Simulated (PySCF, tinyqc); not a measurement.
RHF in the sto-3g basis, for H2O, spin multiplicity 1, step by step. The lowest restricted solution is unstable here: a spin-polarised one lies 0.0211 hartree lower (PySCF). Computed by tinyqc, a small Python program that keeps every step (integrals from PySCF). Settings: charge = 0, multiplicity = 1, basis = sto-3g, energy threshold = 1e-08, iteration cap = 88, orthogonalisation = symmetric, start = Wolfsberg-Helmholz matrix, DIIS depth = 4, method = RHF. Command: `OMP_NUM_THREADS=1 python tinyqc.py 22601 22602 out.jsonl` (the two numbers bound the seeds that draw the settings). One thread of a shared host (Intel(R) Xeon(R) Processor @ 2.60GHz), about 0.09 s of CPU time with the checks. Later iterations appear only in the table of the cycle.

## One-electron integrals

Geometry (angstrom):
```
atom        x         y        z
O     0.00000   0.00000  0.00000
H     0.00000   1.11000  0.75800
H     0.00000  -1.14700  0.78300
```

Basis sto-3g: exponents (1/bohr^2) and contraction coefficients of normalised primitives:
```
element  l (shell)   exponent  coefficient
O            s (1)  130.70932      0.15433
O            s (1)   23.80886      0.53533
O            s (1)    6.44361      0.44463
O            s (2)    5.03315     -0.09997
O            s (2)    1.16960      0.39951
O            s (2)    0.38039      0.70012
O            p (3)    5.03315      0.15592
O            p (3)    1.16960      0.60768
O            p (3)    0.38039      0.39196
H            s (1)    3.42525      0.15433
H            s (1)    0.62391      0.53533
H            s (1)    0.16886      0.44463
```

Overlap, kinetic and nuclear-attraction integrals over the contracted functions; the nuclear repulsion is the sum of Za Zb / Rab.

nuclear repulsion = 6.4323336 hartree

overlap S, lower triangle:
```
          1O 1s    1O 2s   1O 2px    1O 2py   1O 2pz    2H 1s    3H 1s
1O 1s   1.00000
1O 2s   0.23670  1.00000
1O 2px  0.00000  0.00000  1.00000
1O 2py  0.00000  0.00000  0.00000   1.00000
1O 2pz  0.00000  0.00000  0.00000   0.00000  1.00000
2H 1s   0.02176  0.26094  0.00000   0.20571  0.14048  1.00000
3H 1s   0.01968  0.24177  0.00000  -0.19291  0.13169  0.07700  1.00000
```

kinetic energy T (hartree), lower triangle:
```
           1O 1s    1O 2s   1O 2px    1O 2py   1O 2pz     2H 1s    3H 1s
1O 1s   29.00320
1O 2s   -0.16801  0.80813
1O 2px   0.00000  0.00000  2.52873
1O 2py   0.00000  0.00000  0.00000   2.52873
1O 2pz   0.00000  0.00000  0.00000   0.00000  2.52873
2H 1s   -0.00702  0.01179  0.00000   0.06284  0.04291   0.76003
3H 1s   -0.00628  0.00534  0.00000  -0.05165  0.03526  -0.01147  0.76003
```

nuclear attraction V (hartree), lower triangle:
```
            1O 1s     1O 2s    1O 2px    1O 2py    1O 2pz     2H 1s     3H 1s
1O 1s   -61.39319
1O 2s    -7.36646  -9.82609
1O 2px    0.00000   0.00000  -9.71966
1O 2py   -0.00041  -0.00500   0.00000  -9.78862
1O 2pz   -0.00860  -0.10786   0.00000  -0.00216  -9.75181
2H 1s    -0.69176  -1.84854   0.00000  -1.26063  -0.87971  -4.58609
3H 1s    -0.62568  -1.69461   0.00000   1.16392  -0.81277  -0.39920  -4.48960
```

core Hamiltonian H = T + V (hartree), lower triangle:
```
            1O 1s     1O 2s    1O 2px    1O 2py    1O 2pz     2H 1s     3H 1s
1O 1s   -32.38999
1O 2s    -7.53447  -9.01797
1O 2px    0.00000   0.00000  -7.19093
1O 2py   -0.00041  -0.00500   0.00000  -7.25989
1O 2pz   -0.00860  -0.10786   0.00000  -0.00216  -7.22308
2H 1s    -0.69878  -1.83674   0.00000  -1.19779  -0.83680  -3.82605
3H 1s    -0.63197  -1.68927   0.00000   1.11227  -0.77751  -0.41068  -3.72957
```

## Two-electron integrals

Functions are numbered as in S; the eight-fold symmetry (ij|kl) = (ji|kl) = (kl|ij) leaves the list below.

Two-electron integrals (ij|kl) in chemists' order, unique and non-zero (hartree):
```
(11|11) 4.78507     (21|11) 0.74138     (21|21) 0.13687     (22|11) 1.11895
(22|21) 0.25663     (22|22) 0.81721     (31|31) 0.02448     (32|31) 0.03781
(32|32) 0.18052     (33|11) 1.11581     (33|21) 0.25668     (33|22) 0.81702
(33|33) 0.88016     (41|41) 0.02448     (42|41) 0.03781     (42|42) 0.18052
(43|43) 0.04744     (44|11) 1.11581     (44|21) 0.25668     (44|22) 0.81702
(44|33) 0.78527     (44|44) 0.88016     (51|51) 0.02448     (52|51) 0.03781
(52|52) 0.18052     (53|53) 0.04744     (54|54) 0.04744     (55|11) 1.11581
(55|21) 0.25668     (55|22) 0.81702     (55|33) 0.78527     (55|44) 0.78527
(55|55) 0.88016     (61|11) 0.06884     (61|21) 0.01262     (61|22) 0.02356
(61|33) 0.02352     (61|41) 0.00045     (61|42) 0.00086     (61|44) 0.02361
(61|51) 0.00031     (61|52) 0.00059     (61|54) 0.00006     (61|55) 0.02356
(61|61) 0.00118     (62|11) 0.19803     (62|21) 0.04612     (62|22) 0.16664
(62|33) 0.16366     (62|41) 0.00282     (62|42) 0.02328     (62|44) 0.16965
(62|51) 0.00192     (62|52) 0.01590     (62|54) 0.00409     (62|55) 0.16645
(62|61) 0.00434     (62|62) 0.04528     (63|31) 0.00443     (63|32) 0.02721
(63|43) 0.00460     (63|53) 0.00314     (63|63) 0.00590     (64|11) 0.12900
(64|21) 0.03040     (64|22) 0.11737     (64|33) 0.11233     (64|41) 0.00602
(64|42) 0.04230     (64|44) 0.12548     (64|51) 0.00108     (64|52) 0.01031
(64|54) 0.00584     (64|55) 0.11417     (64|61) 0.00296     (64|62) 0.03887
(64|64) 0.03893     (65|11) 0.08809     (65|21) 0.02076     (65|22) 0.08015
(65|33) 0.07671     (65|41) 0.00108     (65|42) 0.01031     (65|44) 0.07940
(65|51) 0.00517     (65|52) 0.03425     (65|54) 0.00644     (65|55) 0.08425
(65|61) 0.00202     (65|62) 0.02654     (65|64) 0.02255     (65|65) 0.02130
(66|11) 0.39051     (66|21) 0.09236     (66|22) 0.38479     (66|33) 0.37153
(66|41) 0.00613     (66|42) 0.07219     (66|44) 0.39839     (66|51) 0.00419
(66|52) 0.04930     (66|54) 0.01834     (66|55) 0.38406     (66|61) 0.00872
(66|62) 0.14306     (66|64) 0.14070     (66|65) 0.09608     (66|66) 0.77461
(71|11) 0.06227     (71|21) 0.01141     (71|22) 0.02131     (71|33) 0.02127
(71|41) -0.00040    (71|42) -0.00077    (71|44) 0.02135     (71|51) 0.00028
(71|52) 0.00052     (71|54) -0.00005    (71|55) 0.02131     (71|61) 0.00105
(71|62) 0.00380     (71|64) 0.00241     (71|65) 0.00177     (71|66) 0.00760
(71|71) 0.00096     (72|11) 0.18160     (72|21) 0.04231     (72|22) 0.15319
(72|33) 0.15045     (72|41) -0.00258    (72|42) -0.02143    (72|44) 0.15595
(72|51) 0.00176     (72|52) 0.01463     (72|54) -0.00375    (72|55) 0.15301
(72|61) 0.00385     (72|62) 0.03153     (72|64) 0.01919     (72|65) 0.01792
(72|66) 0.07794     (72|71) 0.00360     (72|72) 0.03857     (73|31) 0.00404
(73|32) 0.02489     (73|43) -0.00422    (73|53) 0.00288     (73|63) 0.00389
(73|73) 0.00499     (74|11) -0.11930    (74|21) -0.02811    (74|22) -0.10883
(74|33) -0.10420    (74|41) 0.00549     (74|42) 0.03883     (74|44) -0.11628
(74|51) -0.00099    (74|52) -0.00951    (74|54) 0.00536     (74|55) -0.10589
(74|61) -0.00247    (74|62) -0.01942    (74|64) -0.00836    (74|65) -0.01087
(74|66) -0.04633    (74|71) -0.00247    (74|72) -0.03341    (74|74) 0.03364
(75|11) 0.08144     (75|21) 0.01919     (75|22) 0.07429     (75|33) 0.07113
(75|41) -0.00099    (75|42) -0.00951    (75|44) 0.07361     (75|51) 0.00471
(75|52) 0.03139     (75|54) -0.00592    (75|55) 0.07805     (75|61) 0.00181
(75|62) 0.01803     (75|64) 0.01083     (75|65) 0.01398     (75|66) 0.04816
(75|71) 0.00169     (75|72) 0.02281     (75|74) -0.01956    (75|75) 0.01834
(76|11) 0.04011     (76|21) 0.00943     (76|22) 0.03724     (76|33) 0.03642
(76|41) -4.87e-06   (76|42) -0.00007    (76|44) 0.03716     (76|51) 0.00061
(76|52) 0.00616     (76|54) -1.22e-05   (76|55) 0.03809     (76|61) 0.00088
(76|62) 0.00999     (76|64) 0.00755     (76|65) 0.00664     (76|66) 0.03374
(76|71) 0.00079     (76|72) 0.00929     (76|74) -0.00714    (76|75) 0.00623
(76|76) 0.00294     (77|11) 0.37847     (77|21) 0.08953     (77|22) 0.37375
(77|33) 0.36127     (77|41) -0.00579    (77|42) -0.06880    (77|44) 0.38656
(77|51) 0.00395     (77|52) 0.04696     (77|54) -0.01727    (77|55) 0.37306
(77|61) 0.00815     (77|62) 0.08246     (77|64) 0.04863     (77|65) 0.05049
(77|66) 0.23415     (77|71) 0.00764     (77|72) 0.12985     (77|74) -0.12906
(77|75) 0.08811     (77|76) 0.03374     (77|77) 0.77461
```

## Orthogonalisation

S = U s U^T; symmetric (Loewdin) form X = U s^(-1/2) U^T, so that X^T S X = 1.

eigenvalues of S: 0.58063  0.67825  0.89710  1.00000  1.09606  1.24552  1.50245

X, lower triangle:
```
           1O 1s     1O 2s   1O 2px    1O 2py    1O 2pz     2H 1s    3H 1s
1O 1s    1.02277
1O 2s   -0.12902   1.07499
1O 2px   0.00000   0.00000  1.00000
1O 2py  -0.00035   0.00329  0.00000   1.03405
1O 2pz  -0.00332   0.02799  0.00000   0.00160   1.01476
2H 1s    0.01395  -0.14114  0.00000  -0.11598  -0.07434   1.05536
3H 1s    0.01292  -0.12848  0.00000   0.10794  -0.06850  -0.02593  1.04751
```

## Starting guess

The start is the generalised Wolfsberg-Helmholz matrix (K = 1.75) built on H; D = 2 C_occ C_occ^T.

D at the start, lower triangle:
```
           1O 1s     1O 2s   1O 2px    1O 2py   1O 2pz    2H 1s    3H 1s
1O 1s    2.08852
1O 2s   -0.37767   1.64107
1O 2px   0.00000   0.00000  2.00000
1O 2py   0.00624  -0.02372  0.00000   1.76553
1O 2pz   0.05256  -0.19445  0.00000  -0.00919  1.92323
2H 1s   -0.11106   0.33360  0.00000   0.23027  0.10858  0.11153
3H 1s   -0.10092   0.30359  0.00000  -0.22270  0.09851  0.04367  0.09297
```

## Iteration 1: building the Fock matrix

J_ij = sum D_kl (ij|kl), K_ij = sum D_kl (ik|jl); F = H + J - 0.5 K; E = tr D H + tr D J / 2 - 0.25 tr D K + E_nn.

Coulomb J (hartree), lower triangle:
```
           1O 1s     1O 2s   1O 2px    1O 2py   1O 2pz    2H 1s    3H 1s
1O 1s   18.06207
1O 2s    3.43198   8.54219
1O 2px   0.00000   0.00000  8.53235
1O 2py  -0.00068  -0.00141  0.00000   8.53533
1O 2pz  -0.00602  -0.01397  0.00000   0.00055  8.53571
2H 1s    0.31657   1.70006  0.00000   1.18493  0.80850  3.90615
3H 1s    0.28634   1.56134  0.00000  -1.09716  0.74828  0.37555  3.78414
```

exchange K (hartree), lower triangle:
```
          1O 1s     1O 2s   1O 2px    1O 2py   1O 2pz    2H 1s    3H 1s
1O 1s   9.78588
1O 2s   1.71327   2.68344
1O 2px  0.00000   0.00000  2.29232
1O 2py  0.00046  -0.00813  0.00000   2.22689
1O 2pz  0.00443  -0.07121  0.00000  -0.00177  2.27460
2H 1s   0.16211   0.65246  0.00000   0.41389  0.26700  0.45528
3H 1s   0.14676   0.59895  0.00000  -0.38534  0.24561  0.13013  0.39199
```

Fock matrix F (hartree), lower triangle:
```
            1O 1s     1O 2s   1O 2px    1O 2py    1O 2pz     2H 1s     3H 1s
1O 1s   -19.22086
1O 2s    -4.95912  -1.81749
1O 2px    0.00000   0.00000  0.19526
1O 2py   -0.00132  -0.00234  0.00000   0.16199
1O 2pz   -0.01683  -0.08622  0.00000  -0.00072   0.17533
2H 1s    -0.46327  -0.46292  0.00000  -0.21980  -0.16180  -0.14755
3H 1s    -0.41901  -0.42741  0.00000   0.20778  -0.15204  -0.10019  -0.14143
```

total energy of this density = -74.0561708 hartree

## Iteration 1: diagonalisation and new density

Diagonalise F' = X^T F X, C = X C', fill 5 alpha and 5 beta electrons from the bottom; D = 2 C_occ C_occ^T. Each column has its largest component positive (the first on a tie).

F' = X^T F X (hartree), lower triangle:
```
           1         2        3         4         5         6        7
1  -18.84872
2   -2.65078  -0.82834
3    0.00000   0.00000  0.19526
4   -0.00305   0.00637  0.00000   0.27121
5   -0.02679  -0.01204  0.00000   0.00419   0.22125
6   -0.01023  -0.28868  0.00000  -0.26561  -0.17014   0.02323
7   -0.00545  -0.26233  0.00000   0.24846  -0.15657  -0.04206  0.00510
```

orbital energies (hartree): MO1 -19.23083, MO2 -0.69264, MO3 -0.21524, MO4 0.02612, MO5 0.19526, MO6 0.41014, MO7 0.54618

coefficients C:
```
             MO1       MO2       MO3       MO4      MO5       MO6       MO7
1O 1s    0.99396  -0.22086  -0.00260  -0.13688  0.00000  -0.08532  -0.01779
1O 2s    0.02502   0.80622   0.01257   0.61008  0.00000   0.42236   0.09006
1O 2px   0.00000   0.00000   0.00000   0.00000  1.00000   0.00000   0.00000
1O 2py   0.00017   0.00460  -0.49181  -0.01805  0.00000  -0.14008   0.91243
1O 2pz   0.00187   0.11371  -0.00016  -0.59954  0.00000   0.80917   0.11675
2H 1s   -0.00367   0.27160  -0.52944  -0.43076  0.00000  -0.45896  -0.63503
3H 1s   -0.00335   0.25280   0.55708  -0.44041  0.00000  -0.60266   0.44672
```

D after iteration 1, lower triangle:
```
           1O 1s     1O 2s   1O 2px    1O 2py   1O 2pz     2H 1s    3H 1s
1O 1s    2.11095
1O 2s   -0.47346   2.04595
1O 2px   0.00000   0.00000  2.00000
1O 2py   0.00581  -0.02697  0.00000   0.48445
1O 2pz   0.11762  -0.54810  0.00000   0.02285  0.74475
2H 1s   -0.00660  -0.10116  0.00000   0.53882  0.57843   1.07928
3H 1s   -0.00066  -0.11591  0.00000  -0.52972  0.58538  -0.07312  1.13642
```

## Iteration 2: building the Fock matrix

As before.

Coulomb J (hartree), lower triangle:
```
           1O 1s     1O 2s   1O 2px    1O 2py   1O 2pz    2H 1s    3H 1s
1O 1s   16.51670
1O 2s    3.07910   7.61583
1O 2px   0.00000   0.00000  7.65088
1O 2py  -0.00093  -0.00407  0.00000   7.59520
1O 2pz  -0.01384   0.00762  0.00000   0.00352  7.57788
2H 1s    0.28404   1.57516  0.00000   1.12441  0.77574  4.10849
3H 1s    0.25693   1.45092  0.00000  -1.04710  0.72100  0.36533  4.05064
```

exchange K (hartree), lower triangle:
```
          1O 1s     1O 2s   1O 2px    1O 2py   1O 2pz    2H 1s    3H 1s
1O 1s   9.75568
1O 2s   1.61640   2.40232
1O 2px  0.00000   0.00000  2.22041
1O 2py  0.00028  -0.00893  0.00000   1.27709
1O 2pz  0.00449  -0.24154  0.00000   0.02966  1.38814
2H 1s   0.15785   0.59582  0.00000   0.48549  0.37711  1.17349
3H 1s   0.14315   0.55108  0.00000  -0.46247  0.36120  0.11782  1.17967
```

Fock matrix F (hartree), lower triangle:
```
            1O 1s     1O 2s    1O 2px    1O 2py    1O 2pz     2H 1s     3H 1s
1O 1s   -20.75113
1O 2s    -5.26357  -2.60330
1O 2px    0.00000   0.00000  -0.65025
1O 2py   -0.00148  -0.00461   0.00000  -0.30324
1O 2pz   -0.02468   0.02053   0.00000  -0.01347  -0.33926
2H 1s    -0.49366  -0.55949   0.00000  -0.31613  -0.24961  -0.30432
3H 1s    -0.44661  -0.51390   0.00000   0.29641  -0.23710  -0.10426  -0.26876
```

total energy of this density = -74.6720267 hartree

## Iteration 2: DIIS over 2 matrices

error matrix X^T (FDS - SDF) X:
```
          1         2        3         4         5         6         7
1   0.00000  -0.01305  0.00000  -0.00343  -0.04319   0.04073   0.03506
2   0.01305   0.00000  0.00000   0.01141   0.05268  -0.12826  -0.10766
3   0.00000   0.00000  0.00000   0.00000   0.00000   0.00000   0.00000
4   0.00343  -0.01141  0.00000   0.00000   0.00136  -0.24183   0.24599
5   0.04319  -0.05268  0.00000  -0.00136   0.00000  -0.23149  -0.24442
6  -0.04073   0.12826  0.00000   0.24183   0.23149   0.00000   0.00230
7  -0.03506   0.10766  0.00000  -0.24599   0.24442  -0.00230   0.00000
```

B (overlaps of the stored error matrices):
```
                1               2
1   1.6397757e+00  -7.4707215e-01
2  -7.4707215e-01   5.3641665e-01
```

Minimise |sum c_i e_i|^2 with sum c_i = 1: solve [B -1; -1 0][c; lambda] = [0; -1] with B_ij = tr e_i^T e_j, and take F = sum c_i F_i.

DIIS coefficients: 0.34969  0.65031

extrapolated F (hartree), lower triangle:
```
            1O 1s     1O 2s    1O 2px    1O 2py    1O 2pz     2H 1s     3H 1s
1O 1s   -20.21601
1O 2s    -5.15711  -2.32851
1O 2px    0.00000   0.00000  -0.35458
1O 2py   -0.00142  -0.00382   0.00000  -0.14055
1O 2pz   -0.02194  -0.01680   0.00000  -0.00901  -0.15931
2H 1s    -0.48303  -0.52572   0.00000  -0.28244  -0.21890  -0.24949
3H 1s    -0.43696  -0.48365   0.00000   0.26542  -0.20736  -0.10284  -0.22424
```

## Iteration 2: diagonalisation and new density

As before.

F' = X^T F X (hartree), lower triangle:
```
           1         2         3         4         5         6         7
1  -19.84652
2   -2.66845  -1.34594
3    0.00000   0.00000  -0.35458
4   -0.00284   0.00426   0.00000  -0.02669
5   -0.04034   0.06351   0.00000  -0.00418  -0.10399
6   -0.01726  -0.27793   0.00000  -0.28783  -0.20749  -0.06231
7   -0.01175  -0.25352   0.00000   0.27143  -0.19613  -0.03562  -0.06197
```

orbital energies (hartree): MO1 -20.22403, MO2 -1.10567, MO3 -0.42286, MO4 -0.35458, MO5 -0.33111, MO6 0.26598, MO7 0.37028

coefficients C:
```
             MO1       MO2       MO3      MO4       MO5       MO6       MO7
1O 1s    0.99468  -0.24805   0.01119  0.00000   0.07061  -0.08299  -0.01245
1O 2s    0.02213   0.94550  -0.05481  0.00000  -0.34834   0.43143   0.06733
1O 2px   0.00000   0.00000   0.00000  1.00000   0.00000   0.00000   0.00000
1O 2py   0.00017   0.00480   0.61647  0.00000  -0.05934  -0.08889   0.83838
1O 2pz   0.00188   0.02787   0.07469  0.00000   0.72834   0.70571   0.07678
2H 1s   -0.00319   0.13383   0.49257  0.00000   0.33603  -0.55055  -0.69063
3H 1s   -0.00290   0.11957  -0.42038  0.00000   0.43993  -0.67526   0.53891
```

D after iteration 2, lower triangle:
```
           1O 1s     1O 2s   1O 2px    1O 2py   1O 2pz     2H 1s    3H 1s
1O 1s    2.11205
1O 2s   -0.47545   2.03761
1O 2px   0.00000   0.00000  2.00000
1O 2py   0.00336  -0.01715  0.00000   0.76717
1O 2pz   0.09443  -0.46282  0.00000   0.00592  1.07369
2H 1s   -0.01426  -0.03517  0.00000   0.56871  0.57052   0.74692
3H 1s   -0.01237  -0.03443  0.00000  -0.56937  0.58470  -0.08645  0.76912
```

## Iteration 8 (converged): orbitals

converged F (hartree), lower triangle:
```
            1O 1s     1O 2s    1O 2px    1O 2py    1O 2pz     2H 1s     3H 1s
1O 1s   -20.28335
1O 2s    -5.16651  -2.37958
1O 2px    0.00000   0.00000  -0.39089
1O 2py   -0.00063  -0.00378   0.00000  -0.14270
1O 2pz   -0.01909  -0.01800   0.00000  -0.00565  -0.18927
2H 1s    -0.48539  -0.52230   0.00000  -0.30060  -0.24422  -0.25259
3H 1s    -0.43917  -0.48335   0.00000   0.28666  -0.23531  -0.09165  -0.23200
```

As before.

F' = X^T F X (hartree), lower triangle:
```
           1         2         3         4         5         6         7
1  -19.91549
2   -2.66217  -1.40425
3    0.00000   0.00000  -0.39089
4   -0.00190   0.00361   0.00000  -0.02030
5   -0.03736   0.06663   0.00000  -0.00087  -0.12720
6   -0.02081  -0.26827   0.00000  -0.30696  -0.23230  -0.06018
7   -0.01452  -0.24767   0.00000   0.29269  -0.22284  -0.02542  -0.06345
```

orbital energies (hartree): MO1 -20.29106, MO2 -1.15096, MO3 -0.45283, MO4 -0.39089, MO5 -0.38268, MO6 0.28955, MO7 0.39711

coefficients C:
```
             MO1       MO2       MO3      MO4       MO5       MO6       MO7
1O 1s    0.99479  -0.25047   0.00886  0.00000   0.06711  -0.07764  -0.01103
1O 2s    0.02168   0.95965  -0.04464  0.00000  -0.33532   0.41211   0.06174
1O 2px   0.00000   0.00000   0.00000  1.00000   0.00000   0.00000   0.00000
1O 2py   0.00012   0.00409   0.60917  0.00000  -0.04984  -0.08751   0.84447
1O 2pz   0.00169   0.03167   0.06063  0.00000   0.73012   0.70496   0.07770
2H 1s   -0.00302   0.11231   0.49397  0.00000   0.34791  -0.55409  -0.68473
3H 1s   -0.00276   0.10360  -0.43285  0.00000   0.43251  -0.67704   0.53611
```

D after iteration 8, lower triangle:
```
           1O 1s     1O 2s   1O 2px    1O 2py   1O 2pz     2H 1s    3H 1s
1O 1s    2.11384
1O 2s   -0.48338   2.07165
1O 2px   0.00000   0.00000  2.00000
1O 2py   0.00229  -0.01311  0.00000   0.74718
1O 2pz   0.08656  -0.43419  0.00000   0.00135  1.07551
2H 1s   -0.00683  -0.06198  0.00000   0.56806  0.57503   0.75534
3H 1s   -0.00701  -0.05269  0.00000  -0.56963  0.58564  -0.10339  0.77034
```

## Convergence

Stop when the energy changes by less than 1e-08 hartree and every element of the error matrix X^T (F D S - S D F) X is below 3e-05.

Course of the cycle:
```
iteration  E (hartree)     change  largest element of the error matrix
1          -74.0561708          -                             5.12e-01
2          -74.6720267  -6.16e-01                             2.46e-01
3          -74.7864287  -1.14e-01                             2.65e-02
4          -74.7874605  -1.03e-03                             3.80e-03
5          -74.7874865  -2.60e-05                             4.46e-04
6          -74.7874876  -1.09e-06                             1.16e-04
7          -74.7874876  -4.69e-08                             1.70e-05
8          -74.7874876  -6.94e-10                             7.81e-06
```

PySCF RHF in the same basis = -74.7874876 hartree

Converged in 8 iterations.

## Populations, bond orders and dipole

Mulliken: Z minus the diagonal of D S on the atom; Loewdin: the same with S^(1/2) D S^(1/2); Mayer order: 2 sum_s sum (D(s) S)_ij (D(s) S)_ji over the two atoms.

Charges (e):
```
atom  Mulliken   Loewdin
1O    -0.13479  -0.10597
2H     0.07131   0.05577
3H     0.06348   0.05020
```

Mayer bond orders:
```
pair    order
2-1   0.98617
3-1   0.98722
3-2   0.00875
```

dipole moment about the origin, x y z (debye): 0.00000  0.03311  1.15215
